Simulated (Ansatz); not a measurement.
Run this with the Python package of Ansatz (0.2.0) and show what comes out.

`c3h6n2.py`:
```python
"""Relax the C3H6N2 molecule."""

import logging
import sys

import ansatz
import numpy as np

logging.basicConfig(stream=sys.stdout, format="%(levelname)s:%(name)s:%(message)s")
logger = logging.getLogger("calc")
logger.setLevel(logging.INFO)


def main() -> None:
    geometry_ang = [
        ("C", [-1.4088, 0.3529, 0.7634]),
        ("N", [-0.0257, 0.2293, 0.7821]),
        ("C", [0.651, -0.101, -0.2946]),
        ("C", [1.8553, -0.2249, -0.9576]),
        ("N", [0.6384, -0.6926, -1.5209]),
        ("H", [-1.8369, 0.5376, 1.7691]),
        ("H", [-1.7048, 1.2877, 0.1767]),
        ("H", [-1.9082, -0.4608, 0.3059]),
        ("H", [0.4718, 0.8709, 1.4616]),
        ("H", [2.8338, -0.1658, -1.063]),
        ("H", [0.4994, -1.6904, -1.402]),
    ]
    mol = ansatz.Crystal.molecule()
    for symbol, xyz in geometry_ang:
        mol = mol.atom(symbol, xyz)

    calculation = mol.calculation().basis(gaussian="cc-pVDZ").functional("B3LYP", dispersion="d4")
    symbols = [site.symbol for site in mol.cartesian_sites]
    start = np.array([site.position_ang for site in mol.cartesian_sites], dtype=float)
    data = calculation.relax(force_tolerance=0.01).run(threads=1).report
    end = np.array(data["positions_ang"])

    logger.info("reference energy %16.6f eV" % data["reference_energy_ev"])
    logger.info("total energy     %16.6f eV" % data["free_energy_ev"])
    print("occupied (up, down):", data["n_occupied"], " virtual:", data["n_virtual"], " frozen:", data["n_frozen"])

    logger.info("final positions (A) and the move of each atom")
    for symbol, xyz, old in zip(symbols, end, start):
        logger.info(f"{symbol:2s} {xyz[0]:10.5f} {xyz[1]:10.5f} {xyz[2]:10.5f}   {np.linalg.norm(xyz - old):7.4f}")


if __name__ == "__main__":
    main()
```

```console
$ python c3h6n2.py
INFO:calc:reference energy     -6185.373353 eV
INFO:calc:total energy         -6185.677150 eV
occupied (up, down): [19, 19]  virtual: [81, 81]  frozen: 0
INFO:calc:final positions (A) and the move of each atom
INFO:calc:C    -1.40979    0.42653    0.68832    0.1052
INFO:calc:N     0.03823    0.54003    0.65312    0.3425
INFO:calc:C     0.79660   -0.12764   -0.21422    0.1684
INFO:calc:C     1.97126   -0.54560   -0.68734    0.4351
INFO:calc:N     0.51387   -0.83528   -1.39187    0.2292
INFO:calc:H    -1.76019   -0.12291    1.57993    0.6913
INFO:calc:H    -1.87933    1.42290    0.68204    0.5515
INFO:calc:H    -1.73028   -0.11044   -0.21431    0.6519
INFO:calc:H     0.50490    1.11341    1.34645    0.2705
INFO:calc:H     2.73048   -0.00387   -1.25146    0.2691
INFO:calc:H     0.28954   -1.81424   -1.16994    0.3365
```

Reading the output:
- These settings explore the input space; basis and method may be short of convergence.
- The end point is the stationary point reached from this start; no frequency run checks that it is a minimum, and the basis set is modest.
- Total less reference energy is the dispersion correction.
- b3lyp holds the VWN-RPA fit, as in Gaussian; the form of ORCA and Turbomole is b3lyp5.
- Finished in 110 s on 1 thread of Arm Neoverse V2 (shared host), peak memory 0.27 GiB.

(Lines on the test bed's own set-up are left out of the output.)
